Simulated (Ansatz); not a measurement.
We consider fcc Pt, described by PBE (plane waves, PAW; Ansatz, a first-principles code).

Run with plane-wave cutoff 520 eV, 18×18×18 k mesh, Fermi–Dirac smearing 0.1 eV, perturbation theory, force constants from a 6×6×6 q mesh, scalar-relativistic PAW data made under PBE.

Computed at the level's own relaxed cell. Harmonic vibrational thermodynamics at fixed volume:

| T (K) | S_vib (J/K per mol of atoms) | C_V (J/K per mol of atoms) | F_vib (eV/atom) |
|---|---|---|---|
| 0 | 0.00 | 0.00 | 0.0211 |
| 100 | ? | ? | ? |
| 200 | ? | ? | ? |
| 300 | ? | ? | ? |
| 500 | ? | ? | ? |
| 700 | ? | ? | ? |
| 900 | ? | ? | ? |

### Question
What belongs in the gaps?

### Answer

- 100, S_vib (J/K per mol of atoms): 17.25
- 100, C_V (J/K per mol of atoms): 19.82
- 100, F_vib (eV/atom): 0.0140
- 200, S_vib (J/K per mol of atoms): 32.49
- 200, C_V (J/K per mol of atoms): 23.47
- 200, F_vib (eV/atom): -0.0125
- 300, S_vib (J/K per mol of atoms): 42.19
- 300, C_V (J/K per mol of atoms): 24.27
- 300, F_vib (eV/atom): -0.0515
- 500, S_vib (J/K per mol of atoms): 54.71
- 500, C_V (J/K per mol of atoms): 24.70
- 500, F_vib (eV/atom): -0.1530
- 700, S_vib (J/K per mol of atoms): 63.05
- 700, C_V (J/K per mol of atoms): 24.82
- 700, F_vib (eV/atom): -0.2755
- 900, S_vib (J/K per mol of atoms): 69.29
- 900, C_V (J/K per mol of atoms): 24.87
- 900, F_vib (eV/atom): -0.4130

The crystal is taken as a harmonic solid at every temperature: melting, phase changes and thermal expansion are not seen, nor the electrons' share in a metal.
